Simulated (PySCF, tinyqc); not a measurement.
Ways to converge the cycle: SCF convergence aids in the sto-6g basis, for H2O, spin multiplicity 1. Computed by the program tinyqc with PySCF. Command: `OMP_NUM_THREADS=1 python tinyqc.py 113276 113277 out.jsonl`; one thread of a shared host (Intel(R) Xeon(R) Processor @ 2.60GHz), about 1 s.

Geometry (angstrom):
```
atom,x,y,z
O,0.0000,0.0000,0.0000
H,0.0000,1.0580,0.8200
H,0.0000,-1.0580,0.8200
```

lowest restricted solution found by these runs and by PySCF = -75.527482 hartree

RHF with one setting changed at a time; a run stops when the energy changes by less than 1e-09 hartree and the error matrix is below 1e-5. The start is the Wolfsberg-Helmholz matrix. Damping d keeps d of the old density; a shift (hartree) raises the virtual levels; DIIS n extrapolates F over n matrices.

Largest element of the error matrix X^T (FDS - SDF) X:
```
iteration,plain,damping 0.3,damping 0.6,shift 0.4,DIIS 3,DIIS 8
1,5.0e-01,5.0e-01,5.0e-01,5.0e-01,5.0e-01,5.0e-01
2,2.2e-01,1.3e-01,2.5e-01,1.6e-01,2.2e-01,2.2e-01
3,1.0e-01,5.2e-02,1.3e-01,9.0e-02,2.8e-02,2.8e-02
4,4.2e-02,2.5e-02,8.7e-02,4.5e-02,4.9e-03,4.9e-03
5,1.8e-02,1.2e-02,5.6e-02,2.2e-02,6.0e-04,6.4e-04
6,7.5e-03,5.9e-03,3.9e-02,1.1e-02,3.4e-04,1.1e-04
8,1.4e-03,1.5e-03,1.9e-02,4.1e-03,3.9e-06,3.5e-08
10,2.4e-04,3.9e-04,9.8e-03,2.2e-03,-,-
14,7.6e-06,4.9e-05,2.5e-03,6.2e-04,-,-
20,-,6.5e-06,3.7e-04,9.0e-05,-,-
30,-,-,2.8e-05,-,-,-
```

How each run ends:
```
run,iterations,E (hartree),state
plain,14,-75.527482,lowest found
damping 0.3,20,-75.527482,lowest found
damping 0.6,41,-75.527482,lowest found
shift 0.4,28,-75.527482,lowest found
DIIS 3,8,-75.527482,lowest found
DIIS 8,8,-75.527482,lowest found
```

6 of 6 runs reach the lowest restricted solution found, in 8 to 41 iterations (fastest: DIIS 3, DIIS 8). Plain steps already contract here, so damping only slows them. DIIS 3 and DIIS 8 gain by cancelling the error over several earlier matrices, much as a quasi-Newton step does. The restricted reference is unstable here: a spin-polarised solution lies 0.0112 hartree lower (PySCF), so results built on it describe a poor reference.
